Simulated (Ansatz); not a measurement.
# H₂NSSi radical (SMILES N[Si]=S): functionals against CCSD(T) at one geometry

An exercise on one series of results from a longer session: the logs are not shown, and one member is left open.

Computed with Ansatz 0.2.0, Gaussian basis. Level: single points in def2-TZVPP.

Correlated methods freeze the cores. Orbitals are unrestricted.

### The system as given

SMILES `N[Si]=S`, 5 atoms, charge 0, spin multiplicity 2.

Atoms are counted from 1 here; the program's logs count them from 0.

Bond lengths: N1–Si2 1.772 Å, N1–H4 0.895 Å, N1–H5 1.162 Å, Si2–S3 2.085 Å. Angles: Si2–N1–H4 131.9°, Si2–N1–H5 123.6°, H4–N1–H5 104.1°, N1–Si2–S3 124.6°.

As a file:

```xyz
5

N    -0.5770    0.5506   -0.1874
Si    0.1973   -0.4458    1.0573
S     1.7043   -1.8393    0.6895
H    -1.2710    1.1148   -0.1550
H    -0.3313    0.4697   -1.3199
```

The first run:

The input, run/in.yaml:

```yaml
crystal:
  periodic: [false, false, false]
  atoms:
    - {symbol: N, position_ang: [-0.577000, 0.550600, -0.187400]}
    - {symbol: Si, position_ang: [0.197300, -0.445800, 1.057300]}
    - {symbol: S, position_ang: [1.704300, -1.839300, 0.689500]}
    - {symbol: H, position_ang: [-1.271000, 1.114800, -0.155000]}
    - {symbol: H, position_ang: [-0.331300, 0.469700, -1.319900]}
basis:
  gaussian: {orbitals: def2-TZVPP}
magnetization: {spin_polarized: true, initial_magnetization: 1}
correlation: {method: ccsd_t}
scf: {omitted_lower_state_checks: [cluster_reference]}
output: {forces: true}
```

No record of the launch command was kept for these runs.

Among the steps run: CCSD(T)/def2-TZVPP; PBE0-D4/def2-TZVPP; wB97M-V/def2-TZVPP; r2SCAN-D4/def2-TZVPP; PBE-D4/def2-TZVPP; r2SCANh-D4/def2-TZVPP; revPBE-D4/def2-TZVPP.

One of the session's tables, all rows but one given; the rest of the session is left out.

```
    method  RMS force component (eV/Å)  angle to CCSD(T) forces (°)  dipole (D)
   CCSD(T)                       3.533                    reference        3.77
   PBE0-D4                       3.581                          1.2        3.96
   wB97M-V                       3.554                          1.1        3.95
 r2SCAN-D4                       3.532                          1.3        4.02
    PBE-D4                       3.534                          2.8        3.77
r2SCANh-D4                       3.549                          2.0        4.06
 revPBE-D4                           ?                            ?           ?
```

Estimate the missing values for revPBE-D4.

The run gave: RMS force component (eV/Å): 3.521; angle to CCSD(T) forces (°): 3.1; dipole (D): 3.79. In the column «RMS force component (eV/Å)» it is the lowest.
